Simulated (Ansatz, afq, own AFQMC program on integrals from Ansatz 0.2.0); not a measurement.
**NH$_{3}$ + SiH2, singlet: a scan with AFQMC**

```xyz
7

N    -1.8445    0.0253   -0.0188
H    -2.1417    0.9931   -0.0188
H    -2.1417   -0.3770    0.8614
H    -0.8320    0.0253   -0.0188
Si    0.9885    0.0253   -0.0188
H     1.6007   -0.8490    1.0712
H     1.6007   -0.8490   -1.1088
```

A hydrogen atom is moved from one rigid fragment to the other; the N1–H4 distance tells how far. The two fragments are held close together, so this isn't a minimum-energy path and the start is a compressed complex. Energies in mEh count from this geometry (1.012 Å) at the same level; the start stands on RHF, each point on the determinant named.

Basis cc-pVDZ. Only valence electrons are correlated. Integrals, coupled cluster, full CI and functionals: Ansatz 0.2.0; the random walks run on the same integrals in our own AFQMC program. The CISD trial takes its coefficients from CCSD amplitudes. Released means that phaseless walkers are propagated on without the constraint, phases kept. Uncertainties: one standard error, sampling alone.

Cautions, each for one point or more: higher spins were not checked; released walk and highest rung disagree; restricted determinant unstable towards unrestricted; strong correlation; the ph-AFQMC/CISD walk drifts between its halves; unrestricted determinant spin contaminated; walk and cluster series may follow different spin states.

| r(N1–H4) / Å | det. | T1 | weight | ⟨S²⟩ | PBE | B3LYP | CCSD(T) |
| --- | --- | --- | --- | --- | --- | --- | --- |
| 1.121 | RHF | 0.014 | 0.85 | pure | 4.4 | 7.2 | 8.6 |
| 1.176 | RHF | 0.015 | 0.85 | pure | 10.4 | 14.6 | 16.6 |
| 1.230 | RHF | 0.017 | 0.84 | pure | 17.8 | 23.2 | 25.5 |
| 1.284 | RHF | 0.020 | 0.83 | pure | 26.2 | 32.2§ | 34.7 |
| 1.393 | UHF‡¶ | 0.038 | 0.83 | 0.92 | 44.6§ | 49.7§ | 57.1 |

**Question.** Estimate the curve of CCSDT(Q), counted from the same start.

**Answer.** 
```csv
r(N1–H4) / Å,det.,T1,weight,⟨S²⟩,CCSDT(Q),ph-AFQMC/CISD
1.121,RHF,0.014,0.85,pure,8.3,8.4 ± 0.3
1.176,RHF,0.015,0.85,pure,16.1,16.4 ± 0.3
1.230,RHF,0.017,0.84,pure,24.6,25.6 ± 0.2
1.284,RHF,0.020,0.83,pure,33.4,34.1 ± 0.2
1.393,UHF‡¶,0.038,0.83,0.92,51.2,51.6 ± 0.3
```

Weight is that of the determinant in the CISD state; at the start T1 is 0.012 and the weight 0.86. ¶ marks points with a poor determinant and no full CI, where no value is sure; they don't count among the departures. A double dagger marks points where the walks on two determinants ended up to 2.1 mEh apart; the lower is shown. Symmetry can't show for every point that it stays on the start's state. § marks a functional whose ⟨S²⟩ is too high by over 0.1. Largest departures from CCSDT(Q), at the points where its series has closed: CCSD(T) 1.3 mEh at 1.284 (on RHF), ph-AFQMC/CISD 1.0 mEh at 1.230 (on RHF). The functionals aren't scored here. In this small basis the wave-function levels are far from their limit, so their gap to the functionals isn't the functionals' error.
